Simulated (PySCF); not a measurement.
Potential energy curve for SMILES C#N (CHN). The C1–H3 bond (C1 also carries N; H3 carries nothing else) is stretched with both fragments frozen at the PBE0/def2-TZVP optimised geometry.

Computed with: UHF/cc-pVDZ (PySCF); UCCSD(T) = CCSD(T) on UHF/cc-pVDZ, 2 core orbitals frozen run with PySCF.

Energies relative to the lowest point of each curve near equilibrium, in eV:

```tsv
R / Å	UHF
0.92	0.622
0.97	0.245
1.03	0.032
1.07	0.000
1.13	0.076
1.23	0.432
1.31	0.843
1.60	2.666
2.11	4.319
2.36	4.527
2.61	4.615
2.90	4.656
```

Problem. Estimate the UCCSD(T) values at these points.

Solution. 0.92: 0.706; 0.97: 0.302; 1.03: 0.055; 1.07: 0.000; 1.13: 0.039; 1.23: 0.328; 1.31: 0.680; 1.60: 2.227; 2.11: 4.552; 2.36: 5.140; 2.61: 5.382; 2.90: 5.471 (eV).

The unrestricted determinant behind UHF, UCCSD(T) is spin-contaminated at 1.76 to 3.71 Å (<S²> up to 1.3, against 0.00 for a pure singlet).
